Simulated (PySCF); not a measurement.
# Electric properties by functional and basis

Species: C3H7Cl.
SMILES: `ClCCC`

PySCF, dipoles from the SCF density, polarisabilities from static response with core orbitals frozen. One conformer (not necessarily the lowest) at the PBE0-D3(BJ)/def2-SVP geometry, without solvent, vibrations or thermal averaging.

How do dipole and polarisability depend on functional and basis here?

| level | μ (D) | α (Å³) | error (%) | anisotropy (Å³) |
| --- | --- | --- | --- | --- |
| B3LYP/def2-SVPD | 2.120 | 7.95 | -20.5 | 1.77 |
| wB97X-D/def2-SVPD | 2.184 | 7.80 | -22.0 | 1.69 |
| LC-wPBE/def2-SVPD | 2.178 | 7.63 | -23.7 | 1.63 |
| PBE0/6-31G* | 2.173 | 6.19 | -38.1 | 1.87 |
| PBE0/6-31+G* | 2.231 | 6.96 | -30.4 | 1.78 |
| PBE0/def2-SVP | 1.930 | 6.27 | -37.3 | 1.60 |
| PBE0/aug-cc-pVDZ | 2.131 | 7.95 | -20.5 | 1.83 |
| PBE0/def2-TZVP | 2.054 | 7.34 | -26.6 | 1.85 |
| PBE0/def2-TZVPD | 2.094 | 8.02 | -19.8 | 1.80 |

Reference polarisability: 10.000 Å³ (measured, gas; NIST CCCBDB Release 22 (SRD 101), experimental polarizabilities). The anisotropy is √(½[(α1 − α2)² + (α2 − α3)² + (α3 − α1)²]). For the polarisability, the smallest error is 19.8% (PBE0/def2-TZVPD) and the largest 38.1% (PBE0/6-31G*). Even the closest misses by 20%. The dipole runs from 1.93 D (PBE0/def2-SVP) to 2.23 D (PBE0/6-31+G*). With PBE0 the polarisability is 6.60 Å³ without diffuse functions (mean of 6-31G*, def2-SVP and def2-TZVP) and 7.65 Å³ with them (mean of 6-31+G*, aug-cc-pVDZ and def2-TZVPD). Measured values can belong to vibrating molecules and may average over conformers; the computed ones are for one fixed geometry.
